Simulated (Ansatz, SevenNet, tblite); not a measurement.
**How well does each level of theory give the TA phonon frequency at X of zinc-blende GaP?**

Reference value: 105 cm⁻¹ (measured, 4 K, zero-point motion not removed; as tabulated in Ioffe Institute, NSM Archive: GaP, mechanic properties page).

What do GFN1-xTB, SevenNet-0, LDA, PBE, r²SCAN, HSE06, Hartree–Fock give, and how far is each from the reference?


```tsv
level (code)	value (cm⁻¹)	cell (Å³/atom)	difference (%)
GFN1-xTB (tblite)	97	22.64	-7.6
SevenNet-0	98	20.88	-6.7
LDA (Ansatz)	101	19.59	-3.8
PBE (Ansatz)	102	20.87	-2.9
r²SCAN (Ansatz)	109	20.25	+3.8
HSE06 (Ansatz)	109	20.40	+3.8
Hartree–Fock (Ansatz)	129	21.35	+23
```

Once the reference is moved by up to 3.0 % (a margin picked here for doubts on the reference and the settings, and for temperature and zero-point motion) and values within 1.0 % count as equal, the nearest can be PBE (-2.9 %), LDA (-3.8 %), r²SCAN (+3.8 %) or HSE06 (+3.8 %). Among them Hartree–Fock (+23 %) misses by most.

The measured value isn't corrected to a static lattice, so vibrations enter the comparison.  GFN1-xTB: the method was fitted mainly to molecules. GFN1-xTB: the run uses a supercell at the zone centre in place of a k mesh. Each level is taken at its own relaxed cell. Cutoffs and k meshes differ between the levels. Ansatz's density-functional and Hartree–Fock values are scalar-relativistic unless marked +SOC, with PAW data made under PBE.

Machine-learned potentials (SevenNet-0) are trained on DFT data: a solid inside that data is no test of them.

Differences are worked out from the printed values.

Ansatz is a program for electronic structure.
